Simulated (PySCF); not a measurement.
Compound: C3H2F2.
Atom-mapped SMILES: `[CH:1]#[C:2][CH:3]([F:4])[F:5]`

Cartesian coordinates in Å at the PBE0-D3(BJ)/def2-SVP level; atoms count from 1:
```xyz
7
C3H2F2 angstrom
C      1.695   -0.085   -0.375
C      0.517   -0.031   -0.115
C     -0.906    0.090    0.217
F     -1.661   -0.032   -0.893
F     -1.274   -0.875    1.083
H      2.743   -0.144   -0.611
H     -1.124    1.070    0.678
```

Method used: delta-SCF UKS SCAN, pcX-2 on the ionised atom, pcseg-1 elsewhere, spin-free X2C (PySCF). The ground state was rerun for each ionised atom, in the same mixed basis as its hole state.

| ionised atom | basis functions | E(ionised) (Eh) | binding energy (eV) |
| --- | --- | --- | --- |
| C1 | 111 | -304.47323 | 291.568 |
| C2 | 111 | -304.47249 | 291.639 |
| C3 | 111 | -304.28434 | 296.799 |
| F4 | 111 | -289.74309 | 693.529 |

Fill in the total energy of each ground state.

With binding energy = E(ionised) − E(ground) and 27.2114 eV a hartree:

| atom | binding energy (Eh) | E(ground) (Eh) |
| --- | --- | --- |
| C1 | 10.7149 | -315.1882 |
| C2 | 10.7175 | -315.1900 |
| C3 | 10.9072 | -315.1915 |
| F4 | 25.4867 | -315.2298 |

How much do the ground-state energies differ, and what would follow from using one of them for all holes?

They run from -315.2298 Eh (core basis on F4) to -315.1882 Eh (on C1), 0.0416 Eh or 1.13 eV apart, for one and the same state in different bases and grids. Pairing the ion of C1 with the ground state of F4 would put its binding energy 1.13 eV too high.

The listed C 1s values span 5.23 eV, from C1 (bonded to C (triple bond) and H) to C3 (bonded to 2 F, C and H). The widest gap between neighbouring values is 5.16 eV, between 291.64 and 296.80 eV. Summing the Pauling electronegativity differences to the bonded atoms, each weighted by its formal bond order, gives -0.35 for the lowest site and +2.51 for the highest; no listed site has a larger sum than the highest.

Only 1s holes are shown. Atoms equivalent by their bonding share one computed value, that of the first of them. Spin contamination (⟨S²⟩ against 0.75 for a pure doublet) is marked for C 1s of C1 (0.86) and C 1s of C2 (0.87), which makes these values less certain. Geometry: PBE0-D3(BJ)/def2-SVP; no solvent, vibrations or thermal averaging.
